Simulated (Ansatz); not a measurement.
Relaxing K2H3

Method: DFT PBE, scalar-relativistic, plane waves, PAW in Ansatz 0.2.0.

K2H3 was placed on the A-type sesquioxide structure type (P-3m1, No. 164), with K in place of La, H in place of O, at a guessed volume.

Input of the last, converged step (default PAW datasets):

```yaml
crystal:
  lattice:
    - [4.6044656586, 0.0, 0.0]
    - [-2.3022328293, 3.9875842312, 0.0]
    - [0.0, 0.0, 5.6670954697]
  atoms:
    - { symbol: K, position: [0.3333333333, 0.6666666667, 0.2338405429] }
    - { symbol: K, position: [0.6666666667, 0.3333333333, 0.7661594571] }
    - { symbol: H, position: [0.0, 0.0, 0.0] }
    - { symbol: H, position: [0.3333333333, 0.6666666667, 0.7369347142] }
    - { symbol: H, position: [0.6666666667, 0.3333333333, 0.2630652858] }
basis:
  ecutwfc: 420
kpoints:
  mp_grid: { grid: [12, 12, 8] }
hamiltonian:
  xc: pbe
scf:
  occupations: { method: gaussian, width: 0.1 }
output:
  forces: true
  stress: true
  eigenvalues: true
relax:
  adjacent_minimum: "off"
  f_tol: 0.01
  max_steps: 80
  cell: { stress_tol: 0.05 }
```

Launched as:

```bash
ansatz run input.yaml --threads 1 --pin off --max-ram 2560MiB --backend cpu --events-out ev --progress --plain --runs-dir out
```

It took 44 s on 1 thread of Intel(R) Xeon(R) CPU @ 2.60GHz (Ice Lake), on a shared host, peak memory 0.55 GiB.

End of the output:

```
SCF converged after 5 iterations
Free energy (F): -3121.846698 eV
Harris-Foulkes:  -3121.846698 eV  (|F-HF|=3.18e-12)
Internal energy: -3121.836970 eV  (E = F + TS)
E sigma→0 (E₀):  -3121.841834 eV
Entropy (-TS):   -0.009728 eV (-1.946 meV/atom)
Fermi energy:    0.531319 eV
--- Per-component energies (eV) ---
  E_band       = -252.718073
  E_kinetic    = 545.662837
  E_local      = -1328.894977  (includes V_loc(G=0)·N_el)
  E_nonlocal   = 29.109320
  E_hartree    = 461.322458
  E_xc         = -295.343936
  E_vxc        = -361.986822  (∫ρ·V_xc dr)
  E_paw        = -1564.897158  (= ΣΔE_a)
  E_vpaw       = -59.250367  (= ΣTr[D̂ρ^β])
  E_aug_tail   = -0.003063  (compensation charges beyond the density's cutoff)
  E_ewald      = -968.792453
  E_smearing   = -0.009728  (= −TS)
  E_closure    =  0.000000  (closes the sum)
  Σ components = -3121.846698   (vs F -3121.846698, Δ=0.00e0)
--- Forces (eV/Å), atoms counted from 1 ---
  atom   1  K      0.00000000     0.00000000     0.00094893
  atom   2  K      0.00000000     0.00000000    -0.00094893
  atom   3  H      0.00000000     0.00000000     0.00000000
  atom   4  H      0.00000000     0.00000000    -0.00124169
  atom   5  H      0.00000000     0.00000000     0.00124169
  max |Σ_I F_I| component: 9.11e-18 eV/Å
--- Stress (GPa, compression-positive) ---
        0.006287       0.000000       0.000000
        0.000000       0.006287       0.000000
        0.000000       0.000000      -0.014678
  P = ⅓ Tr σ = -0.0007 GPa (-0.007 kbar)
--- Relaxed structure (4 steps of the walk, 4 accepted, 1 SCFs on fresh bases) ---
  F+E_penalty+E_count = -3121.84669773 eV   max|allowed force component| = 1.242e-3 eV/Å   (the final SCF, on the basis selected at the relaxed cell)
  cell:  # Å, volume = 105.3663 Å³
    - [4.633789, 0.000000, 0.000000]
    - [-2.316894, 4.012979, 0.000000]
    - [0.000000, 0.000000, 5.666291]
  atoms:
    - { symbol: K, position: [0.333333, 0.666667, 0.233991] }
    - { symbol: K, position: [0.666667, 0.333333, 0.766009] }
    - { symbol: H, position: [0.000000, 0.000000, 0.000000] }
    - { symbol: H, position: [0.333333, 0.666667, 0.737947] }
    - { symbol: H, position: [0.666667, 0.333333, 0.262053] }
```

Total energies depend on the potentials used, so only differences within one code and one set of settings carry meaning.

The result has space group P-3m1 (No. 164). K has 8 H at 2.68–2.99 Å; H on Wyckoff site a (1 atom of the primitive cell) has 6 K at 2.99 Å and 6 H at 3.06 Å; H on Wyckoff site d (2 atoms of the primitive cell) has 5 K at 2.68–2.86 Å and 3 H at 3.06 Å.

Against the elements it lies at 0.27 eV/atom. Formation energies are uncorrected and refer to the elements' standard structures at the same level (H₂ as a molecule).

For metals, differences of a few meV/atom aren't resolved.

A structure relaxed within its symmetry needn't be a true minimum.